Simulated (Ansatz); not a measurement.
A nudged elastic band was laid between two geometries of CH5B + FH (9 atoms, charge 0, multiplicity 1).

All numbers below come from Ansatz, RKS PBE0-D4/def2-SVP.

* movable images: 7
* climbing image: yes
* spring: 5.0 eV/Å²
* optimiser: quadratic models (default)
* start path: through a guess of the saddle point
* force threshold: 0.05 eV/Å
* iteration limit: 60
* end points: relaxed

Image 0:

```xyz
9
Properties=species:S:1:pos:R:3
B 0.008 0.015 0.286
C 0.033 0.207 1.851
H -0.904 -0.044 2.376
H 0.888 -0.259 2.368
H 0.163 1.297 1.994
H 1.054 0.016 -0.323
H -1.011 0.256 -0.322
F -0.235 -2.022 0.307
H -0.352 -2.082 1.225
```

Image 8:

```xyz
9
Properties=species:S:1:pos:R:3
B -0.060 -0.445 -0.731
C -0.019 -0.130 2.537
H -0.930 0.072 3.115
H 0.845 -0.176 3.212
H 0.134 0.680 1.810
H 1.067 -0.012 -0.794
H -1.057 0.238 -0.760
F -0.212 -1.752 -0.647
H -0.124 -1.092 2.018
```

Question: Which bonds break or form, and what moves?

Answer: Bonds broken: B1–C2, F8–H9. Bonds formed: B1–F8, C2–H9. CH5B + FH becomes BFH2 + CH4.

Question: Give the energies along the band, and the barrier.

Answer: The forces met the threshold. The highest image is number 2 of 0 to 8, 0.49 eV above the first end and 1.93 eV above the last; the last end lies 1.44 eV below the first. A vibrational analysis at the climbing image gives one clearly imaginary mode, 1090i cm⁻¹: a first-order saddle point. The orbitals stay closed-shell, which can raise the energy where a bond breaks towards radicals; this wasn't checked here.

```tsv
image	path coordinate (Å)	energy (eV)	B1–C2 (Å)	F8–H9 (Å)	B1–F8 (Å)
0	0.00	0.00	1.58	0.93	2.05
1	0.52	0.11	1.60	0.95	1.92
2	1.04	0.49	1.71	1.14	1.64
3	1.49	-0.34	1.97	1.55	1.44
4	1.95	-1.06	2.33	1.88	1.35
5	2.41	-1.33	2.66	2.19	1.33
6	2.87	-1.42	2.96	2.48	1.32
7	3.32	-1.43	3.18	2.68	1.32
8	3.77	-1.44	3.28	2.75	1.32
```

Question: What is the geometry of the highest image?

Answer: 
```xyz
9
Properties=species:S:1:pos:R:3
B -0.020 -0.242 0.201
C -0.013 -0.024 1.896
H -0.941 -0.142 2.478
H 0.856 -0.350 2.487
H 0.108 1.063 1.750
H 1.075 -0.033 -0.260
H -1.009 0.240 -0.291
F -0.237 -1.863 0.268
H -0.176 -1.266 1.232
```

Question: What are the harmonic wavenumbers there?

Answer: 1090i, 151, 506, 580, 675, 723, 807, 897, 903, 1052, 1168, 1194, 1314, 1426, 1450, 2052, 2592, 2697, 3057, 3150, 3170 cm⁻¹.

Time of the run: 2.5 min on 2 threads of Arm Neoverse V1, with other jobs on the host, peak memory 0.13 GiB.
